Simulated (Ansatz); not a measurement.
```yaml
crystal:
  periodic: [false, false, false]
  atoms:
    - {symbol: W, position_ang: [0.000000, 0.000000, -1.520941]}
    - {symbol: N, position_ang: [0.000000, 0.000000, 0.244367]}
    - {symbol: H, position_ang: [0.000000, 0.000000, 1.276574]}
basis:
  gaussian: {orbitals: def2-TZVP}
hamiltonian: {xc: pbe0}
relax: {f_tol: 0.004, max_steps: 80}
```

```sh
$ ansatz run in.yaml --threads 1 --pin off --events-out ev --progress --plain --max-ram 2176MiB
```

Steps of the relaxation (energy above the last step; positions in Å, forces in eV/Å):

```
3
step 1, 196.4 meV
W     0.000    0.000   -1.521    0.000    0.000    4.203
N     0.000    0.000    0.244    0.000    0.000   -3.141
H     0.000    0.000    1.277    0.000    0.000   -1.062
```

```
3
step 2, 1.1 meV
W     0.000    0.000   -1.458    0.000    0.000   -0.224
N     0.000    0.000    0.222    0.000    0.000    0.467
H     0.000    0.000    1.236    0.000    0.000   -0.243
```

```
3
step 3, 0.0 meV
W     0.000    0.000   -1.459    0.000    0.000    0.004
N     0.000    0.000    0.225    0.000    0.000    0.027
H     0.000    0.000    1.234    0.000    0.000   -0.031
```

```
3
step 4, 0.0 meV
W     0.000    0.000   -1.458    0.000    0.000   -0.001
N     0.000    0.000    0.225    0.000    0.000    0.000
H     0.000    0.000    1.233    0.000    0.000    0.001
```

Close pairs at the end: N2–H3 1.008 Å, W1–N2 1.684 Å, W1–H3 2.692 Å.

A stationary point of restricted PBE0 after 4 steps (its stability towards spin polarisation wasn't tested); no frequencies were run, so it isn't proven a minimum. 15 s on 1 thread of Arm Neoverse N1, shared host.
